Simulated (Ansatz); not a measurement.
Cost and result for the atomization energy of `C#CC1CC1` (11 atoms, 11 bonds).

```xyz
11

C    -2.304   -0.403    0.878
C    -1.136   -0.447    0.599
C     0.254   -0.494    0.264
C     0.712   -0.019   -1.093
C     1.031    0.790    0.117
H    -3.338   -0.367    1.126
H     0.794   -1.336    0.684
H     1.508   -0.578   -1.567
H    -0.053    0.349   -1.764
H     2.049    0.794    0.484
H     0.484    1.711    0.272
```

Charge 0, multiplicity 1. The structure was optimised at the PBE0-D4/def2-TZVP level. Program: Ansatz. All runs use 4 threads of an Arm Neoverse V2 on a shared host. Times are those of one run each, without the atoms' runs, and a repeat can differ threefold. Electronic energies, without spin–orbit coupling; frozen cores. CCSD(T)/CBS adds CCSD(T) − MP2 in def2-TZVPP to the MP2 limit, and its time is that of the two runs behind it. T1 = 0.010. B3LYP takes the VWN-RPA correlation (the form of Gaussian; ORCA's B3LYP/G). HSE06 is the plane-wave form, built on full-range PBE exchange.

CCSD(T)/CBS is a level of theory with its own doubt, some kJ/mol a heavy atom from the limit and from the frozen cores, so smaller differences don't rank the functionals.

| level | functions | wall time | atomization (kJ/mol) | difference from CCSD(T)/CBS | per bond |
| --- | --- | --- | --- | --- | --- |
| BLYP-D4/def2-TZVPP | 239 | 1.4 s | 4771.6 | 8.5 | 0.8 |
| HSE06-D4/def2-TZVPP | 239 | 1.9 s | 4842.6 | 79.5 | 7.2 |
| PBE0-D4/def2-TZVPP | 239 | 1.9 s | 4839.2 | 76.1 | 6.9 |
| CAM-B3LYP-D4/def2-TZVPP | 239 | 2.1 s | 4791.7 | 28.6 | 2.6 |
| B3LYP-D4/def2-TZVPP (with forces) | 239 | 2.8 s | 4776.7 | 13.6 | 1.2 |
| CCSD(T)/def2-SVP | 100 | 3 s | 4595.7 | -167.4 | -15.2 |
| PBE-QIDH/def2-TZVPP | 239 | 3.5 s | 4792.5 | 29.4 | 2.7 |
| B2PLYP/def2-TZVPP | 239 | 3.6 s | 4742.1 | -21.0 | -1.9 |
| ωB97X-V/def2-TZVPP | 239 | 4.8 s | 4775.0 | 11.9 | 1.1 |
| B97M-V/def2-TZVPP | 239 | 6.5 s | 4788.4 | 25.3 | 2.3 |
| MP2/def2-QZVPP | 465 | 14 s | 4829.0 | 65.9 | 6.0 |
| CCSD(T)/def2-TZVPP | 239 | 73 s | 4654.9 | -108.2 | -9.8 |
| CCSD(T)/CBS(def2) | – | 87 s | 4763.1 | 0.0 | 0.0 |

From r2SCAN to r2SCAN0 (25 % exact exchange), in def2-TZVPP and without D4, the atomization energy moves by −65.1 kJ/mol: exact exchange takes away binding that semilocal exchange gives to molecules. At CCSD(T), def2-SVP lies −167.4 kJ/mol from the extrapolated value and def2-TZVPP −108.2 kJ/mol: correlation converges slowly with the basis, and small sets miss more of it in the bonded molecule than in its fragments. Leaving LDA and LC-ωPBE aside and taking each functional with its dispersion term where it has one, the values, not all of them listed here, spread over 293.3 kJ/mol, from BHLYP-D4 to PBE-D4. LDA lies +581.5 kJ/mol from PBE without D4, its usual overbinding.
